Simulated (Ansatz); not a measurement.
```yaml
crystal:
  periodic: [false, false, false]
  atoms:
    - {symbol: O, position_ang: [-0.822197, -0.780751, -0.516506]}
    - {symbol: C, position_ang: [-0.046462, 0.328571, -0.139634]}
    - {symbol: S, position_ang: [1.657366, -0.158308, 0.136166]}
    - {symbol: H, position_ang: [-1.733923, -0.489206, -0.616132]}
    - {symbol: H, position_ang: [0.009435, 1.082797, -0.934231]}
    - {symbol: H, position_ang: [-0.435852, 0.806956, 0.764782]}
    - {symbol: H, position_ang: [1.432833, -0.858057, 1.259854]}
basis:
  gaussian: {orbitals: 6-31G}
total_charge: 1
magnetization: {spin_polarized: true, initial_magnetization: 9}
hamiltonian: {xc: {name: LC-wPBE}}
output: {forces: true}
```

```sh
$ ansatz run in.yaml --threads 2 --pin off --events-out ev --progress --plain --max-ram 4352MiB
```

Output, abridged:

```
Functional definition: LC-wPBE
470 factors; integrals over basis functions are off by at most 2.7e-4 eV
226 factors; integrals over basis functions are off by at most 1.5e-5 eV
mean field evaluation 1: about -13923.2552 eV, gradient 2.4e1 eV
mean field evaluation 2: about -13925.2116 eV, gradient 1.9e1 eV
mean field evaluation 4: about -13927.0834 eV, gradient 1.7e0 eV
mean field evaluation 8: about -13927.1331 eV, gradient 1.5e-1 eV
mean field evaluation 16: about -13927.1353 eV, gradient 2.7e-3 eV
mean field -13927.13530271 eV, -511.8127822230 hartree, gradient 1.9e-5 eV, S^2 24.754140; 2 other end points of the search recorded, 0 dependent functions left out
reference -13927.13530271 eV, -511.8127822233 hartree; 21, 12 occupied and 18, 27 virtual orbitals, 470 factors
Total energy: -13927.13530271 eV, -511.8127822233 hartree
Atom 0 at    -0.822197    -0.780751    -0.516506 Å, force     2.416969   -19.612068    -3.106971 eV/Å
Atom 1 at    -0.046462     0.328571    -0.139634 Å, force    -1.042129    18.554637     3.842307 eV/Å
Atom 2 at     1.657366    -0.158308     0.136166 Å, force    17.229528     3.372338   -10.455343 eV/Å
Atom 3 at    -1.733923    -0.489206    -0.616132 Å, force   -15.182763     3.405395    -2.041204 eV/Å
Atom 4 at     0.009435     1.082797    -0.934231 Å, force     0.753267     1.347537    -1.027688 eV/Å
Atom 5 at    -0.435852     0.806956     0.764782 Å, force    -1.381979     0.142195     0.847179 eV/Å
Atom 6 at     1.432833    -0.858057     1.259854 Å, force    -2.792892    -7.210034    11.941720 eV/Å
Dipole moment:     0.795423     0.241151    -0.099922 e Å
```

Problem. Something in this input is off. What?

Solution. The spin is set far too high for this molecule. Self-consistency was reached. The result belongs to that input, not to the molecule as meant.
